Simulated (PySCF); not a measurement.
**Choosing a basis for TDDFT**

C2H5B.
Numbering: `[BH2:1][CH:2]=[CH2:3]` (hydrogens: H4, H5 on B1; H6 on C2; H7, H8 on C3)

Structure used (PBE0-D3(BJ)/def2-SVP), in Å, numbered top down from 1:
```xyz
8
C2H5B angstrom
B      1.291    0.032    0.098
C     -0.147   -0.523    0.110
C     -1.199    0.282   -0.129
H      2.251   -0.673    0.310
H      1.462    1.209   -0.132
H     -0.350   -1.582    0.313
H     -1.054    1.349   -0.337
H     -2.236   -0.075   -0.128
```

TDDFT with PBE0 (PySCF), vertical singlets, core orbitals frozen in the response, spherical d and f functions. Geometry: PBE0-D3(BJ)/def2-SVP; no solvent, vibrations or thermal averaging.

Q: How do the low singlets change with the basis? Take 6-31G*, 6-31+G*, def2-SVP, def2-SVPD, aug-cc-pVDZ, def2-TZVP, def2-TZVPD and aug-cc-pVTZ.

A: 

```
      basis  functions  diffuse  S1 (eV)  S2 (eV)  S3 (eV)  S4 (eV)  S5 (eV)  LUMO (eV)  α (au)
     6-31G*         52       no     5.39     5.49     6.09     7.57     8.80      -1.76    33.6
    6-31+G*         64      yes     5.30     5.41     5.93     7.48     7.66      -2.07    38.9
   def2-SVP         67       no     5.23     5.39     6.01     7.42     8.61      -2.04    35.9
  def2-SVPD        100      yes     5.21     5.36     5.94     7.39     8.18      -2.13    41.8
aug-cc-pVDZ        114      yes     5.21     5.34     5.87     7.38     7.49      -2.13    42.9
  def2-TZVP        123       no     5.23     5.36     5.90     7.40     8.41      -2.11    40.4
 def2-TZVPD        156      yes     5.22     5.35     5.89     7.39     7.76      -2.13    42.8
aug-cc-pVTZ        253      yes     5.22     5.34     5.87     7.38     7.48      -2.14    43.0
```

States are compared by their number. Against the largest diffuse basis here (aug-cc-pVTZ, itself not a converged limit), sets without diffuse functions differ by up to 0.17 eV in S1 and 1.32 eV in S5; the smaller diffuse sets differ by up to 0.08 and 0.70 eV. State by state, the largest deviation of a set without diffuse functions is S1 0.17, S2 0.15, S3 0.22, S4 0.19, S5 1.32 eV. The same number needn't mean the same state in each row. Against aug-cc-pVTZ the polarisability deviates by -22% in 6-31G*, -10% in 6-31+G*, -17% in def2-SVP, -3% in def2-SVPD, 0% in aug-cc-pVDZ, -6% in def2-TZVP, -1% in def2-TZVPD. A single + in a Pople set puts diffuse functions on heavy atoms only.
